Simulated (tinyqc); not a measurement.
Inside a calculation. Method: Pariser-Parr-Pople SCF with singles CI, for the molecule C=CC(N)=O (SMILES; centres numbered as the heavy atoms are written). One step of it, computed by the program tinyqc.

Question. Iteration 1: orbitals and new P. Diagonalise F (the basis is taken as orthonormal) and form P = 2 sum c c over the lowest orbitals; 0.3 of the old P is kept.

F (eV), order 1C, 2C, 3C, 4N, 5O:
$$\begin{pmatrix}
-4.526144 & -5.625976 & 0.000000 & 0.499959 & 0.652376 \\
-5.625976 & -5.048221 & -3.730742 & 0.000000 & 0.000000 \\
0.000000 & -3.730742 & -5.054423 & -4.988808 & -5.066695 \\
0.499959 & 0.000000 & -4.988808 & -12.058339 & 1.396831 \\
0.652376 & 0.000000 & -5.066695 & 1.396831 & -6.723533
\end{pmatrix}$$

pi electrons, sum of z_r less the charge = 6

P at the start, order 1C, 2C, 3C, 4N, 5O:
$$\begin{pmatrix}
1.000000 & 0.923882 & 0.000000 & -0.268320 & -0.272848 \\
0.923882 & 1.000000 & 0.382677 & 0.000000 & 0.000000 \\
0.000000 & 0.382677 & 1.000000 & 0.647794 & 0.658727 \\
-0.268320 & 0.000000 & 0.647794 & 1.508368 & -0.499930 \\
-0.272848 & 0.000000 & 0.658727 & -0.499930 & 1.491632
\end{pmatrix}$$

Give: orbital energies; P after iteration 1.

Answer.

orbital energies (eV): [-15.3067, -11.2413, -9.5198, -0.2237, 2.8809]

P after iteration 1, order 1C, 2C, 3C, 4N, 5O:
$$\begin{pmatrix}
0.9466 & 0.9315 & 0.0409 & -0.1863 & -0.2967 \\
0.9315 & 1.0308 & 0.3597 & -0.0303 & -0.0073 \\
0.0409 & 0.3597 & 0.9191 & 0.5395 & 0.7478 \\
-0.1863 & -0.0303 & 0.5395 & 1.6897 & -0.4149 \\
-0.2967 & -0.0073 & 0.7478 & -0.4149 & 1.4137
\end{pmatrix}$$
